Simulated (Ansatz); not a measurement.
Reaction: CH6BN (SMILES N(B)C) → BNH3 (SMILES B[NH], doublet) + CH3 (SMILES [CH3], doublet) (the C-N bond breaks)
Each species at its own B3LYP-D3(BJ)/def2-TZVP minimum (Ansatz, a program for electronic structure).

Total energies in hartree (Ansatz). Radicals and triplets start from unrestricted determinants; spin-orbit coupling is neglected. Correlated methods leave the cores frozen. No relativity.

```csv
species,HF/cc-pVTZ,CCSD(T)/cc-pVTZ,HF/cc-pVQZ,CCSD(T)/cc-pVQZ,CCSD(T)/cc-pVDZ,CCSDT(Q)/cc-pVDZ
1: CH6BN (SMILES BNC),-120.56406,-121.11789,-120.57260,-121.15459,-120.98767,-120.98925
"2: BNH3 (SMILES B[NH], doublet)",-80.87260,-81.19622,-80.87879,-81.22002,-81.11359,-81.11522
"3: CH3 (SMILES [CH3], doublet)",-39.57748,-39.76098,-39.58026,-39.77245,-39.71583,-39.71634
```

Task: Work out the bond dissociation energy (electronic) in kcal/mol: take Hartree-Fock from cc-pVQZ, extrapolate the CCSD(T) correlation energy as X^-3 (X = 3, 4), and add CCSDT(Q) - CCSD(T) in cc-pVDZ. 1 hartree = 627.51 kcal/mol.

Result: 
Species 1: correlation (64·(-0.58199) - 27·(-0.55383))/37 = -0.60254; step -0.00158; E1 = -120.57260 + (-0.60254) + (-0.00158) = -121.17672
Species 2: correlation (64·(-0.34123) - 27·(-0.32362))/37 = -0.35408; step -0.00163; E2 = -80.87879 + (-0.35408) + (-0.00163) = -81.23450
Species 3: correlation (64·(-0.19219) - 27·(-0.18350))/37 = -0.19853; step -0.00051; E3 = -39.58026 + (-0.19853) + (-0.00051) = -39.77930
-1·E1 +1·E2 +1·E3 = 0.16292 hartree = 102.2 kcal/mol.
